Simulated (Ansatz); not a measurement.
Input file:

```yaml
crystal:
  periodic: [false, false, false]
  atoms:
    - {symbol: Co, position_ang: [0.000000, 0.000000, 0.000000]}
    - {symbol: Si, position_ang: [0.000000, 0.000000, 2.230600]}
basis:
  gaussian: {orbitals: def2-SVP}
magnetization: {spin_polarized: false, initial_magnetization: 3}
correlation: {method: bccd, electrons: valence}
scf: {lower_state_search: off}
```

```sh
$ ansatz run in.yaml --threads 1 --pin off --events-out ev --progress --plain --max-ram 2393MiB
```

The program prints:

```
these checks for a lower state are left out or cut short: stability, starts, cluster_reference, orbital_swaps, neighbouring_geometries, increment
498 factors; integrals over basis functions are off by at most 1.3e-3 eV
mean field evaluation 1: about -45419.8736 eV, gradient 8.1e1 eV
mean field evaluation 2: about -45419.9155 eV, gradient 8.1e1 eV
mean field evaluation 4: about -45428.0740 eV, gradient 5.5e1 eV
mean field evaluation 8: about -45436.2277 eV, gradient 1.0e1 eV
mean field evaluation 16: about -45439.6373 eV, gradient 2.4e0 eV
mean field -45439.67883600 eV, -1669.8773971026 hartree, gradient 2.2e-6 eV, S^2 3.750000; 0 other end points of the search recorded, 0 dependent functions left out
10 core orbitals not correlated, not the lowest: weight in the atoms' cores, before any rotation towards them, 0.997 or more for the frozen orbitals, at most 0.003 for the correlated occupied ones
reference -45439.67883600 eV, -1669.8773971026 hartree; 12, 9 occupied and 27, 30 virtual orbitals, 498 factors
second order -11.08085699 eV of doubles, -0.15858289 eV of singles
cycle   1  -10.34995133 eV  change    8.9e-1 eV  update   2.0e-1
cycle   2  -11.18380856 eV  change   -8.3e-1 eV  update   1.5e-1
cycle   3  -11.47263825 eV  change   -2.9e-1 eV  update   8.8e-2
cycle   4  -11.55548994 eV  change   -8.3e-2 eV  update   6.5e-2
cycle   5  -11.50139639 eV  change    5.4e-2 eV  update   4.7e-2
...
cycle  45  -11.82782429 eV  change   -2.4e-5 eV  update   4.6e-5
cycle  46  -11.82786233 eV  change   -3.8e-5 eV  update   3.7e-5
cycle  47  -11.82787328 eV  change   -1.1e-5 eV  update   2.4e-5
cycle  48  -11.82787895 eV  change   -5.7e-6 eV  update   2.1e-5
cycle  49  -11.82791509 eV  change   -3.6e-5 eV  update   1.8e-5
cycle  50  -11.82792352 eV  change   -8.4e-6 eV  update   1.3e-5
cycle  51  -11.82792416 eV  change   -6.4e-7 eV  update   1.0e-5
cycle  52  -11.82793656 eV  change   -1.2e-5 eV  update   7.4e-6
cycle  53  -11.82794174 eV  change   -5.2e-6 eV  update   5.9e-6
cycle  54  -11.82794379 eV  change   -2.0e-6 eV  update   4.2e-6
Total energy: -45451.50677979 eV, -1670.3120660196 hartree
Checks for a lower state left out: stability, starts, cluster_reference, orbital_swaps, neighbouring_geometries, increment
```

Ran on 1 thread of Arm Neoverse V2, shared host: 3.6 s wall, 0.14 GiB peak host memory.
